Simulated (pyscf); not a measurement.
**Atom transfer: HO–Hf(F)(F)–F (SMILES [OH][Hf]([F])([F])[F]) + H• (SMILES [H]) -> [HO–Hf(F)–F]• (SMILES [OH][Hf]([F])[F]) + HF (SMILES F)**

Gas phase, doublet surface, charge 0. Bonds broken: Hf2–F3. Bonds formed: F3–H7. Structures and frequencies: ωB97X-D3(BJ)/def2-SVP in PySCF.

Transition state (Å):

```xyz
7

O      0.6593     0.5310     1.2814
Hf    -0.2375    -0.4521    -0.0910
F     -1.8126    -1.6428     0.5904
F     -1.6410     0.5052    -0.9930
F      0.9898    -1.2685    -1.3163
H      1.0462     1.1203     1.9272
H     -2.9199    -1.4330     0.3437
```

One imaginary mode, 2301i cm⁻¹; descent along it reached the two sides named, in the forms told below.

```csv
bond,change,reactant side (Å),saddle,product side
Hf2–F3,breaks,1.917,2.089,2.381
F3–H7,forms,3.3,1.154,0.964
```

Electronic energies relative to the separated reactants (kcal/mol):

```json
[
 {"level": "ωB97X-D3(BJ)/def2-TZVP", "barrier": "39.2", "reaction energy": "+24.6", "reverse barrier": "14.6"},
 {"level": "PBE/def2-TZVP", "barrier": "25.1", "reaction energy": "+20.6", "reverse barrier": "4.5"},
 {"level": "r²SCAN/def2-TZVP", "barrier": "27.9", "reaction energy": "+21.0", "reverse barrier": "6.9"},
 {"level": "B3LYP-D3(BJ)/def2-TZVP", "barrier": "27.8", "reaction energy": "+18.7", "reverse barrier": "9.1"},
 {"level": "PBE0-D3(BJ)/def2-TZVP", "barrier": "30.7", "reaction energy": "+19.7", "reverse barrier": "11.0"},
 {"level": "M06-2X/def2-TZVP", "barrier": "31.0", "reaction energy": "+15.0", "reverse barrier": "16.1"},
 {"level": "ωB97M-D3(BJ)/def2-TZVP", "barrier": "35.5", "reaction energy": "+20.5", "reverse barrier": "15.1"},
 {"level": "HF/def2-TZVP", "barrier": "56.2", "reaction energy": "+23.3", "reverse barrier": "32.9"}
]
```

With ωB97M-D3(BJ)/def2-TZVP energies and thermal terms (ideal gas, 1 atm, RRHO with modes under 100 cm⁻¹ raised to 100, one conformer, R ln 2 for rigid chiral ones), in kcal/mol:

```json
[
 {"T (K)": "298", "ΔH‡": "35.5", "ΔG‡": "41.5", "ΔH": "+24.7", "ΔG": "+21.5"},
 {"T (K)": "600", "ΔH‡": "35.1", "ΔG‡": "47.8", "ΔH": "+23.7", "ΔG": "+18.7"},
 {"T (K)": "900", "ΔH‡": "34.7", "ΔG‡": "54.2", "ΔH": "+22.6", "ΔG": "+16.4"},
 {"T (K)": "1200", "ΔH‡": "34.4", "ΔG‡": "60.8", "ΔH": "+21.6", "ΔG": "+14.5"}
]
```

On the product side the descent ends in an adduct with a F–Hf contact, 8.9 kcal/mol under the separated species and 23.5 kcal/mol under the saddle at ωB97X-D3(BJ)/def2-TZVP. What is counted as broken (F–Hf) persists as a longer contact in the product adduct; parting that adduct is a step of its own. One saddle was located; it need not be the lowest between these sides. The angle at the transferred F is 123°: a side-on saddle, likely not the lowest. Open-shell species with a d-block atom are single-reference here; other states, and whether the spin sits on metal or ligand, were not checked. Elements past Kr carry the def2 core potentials, without spin-orbit coupling.
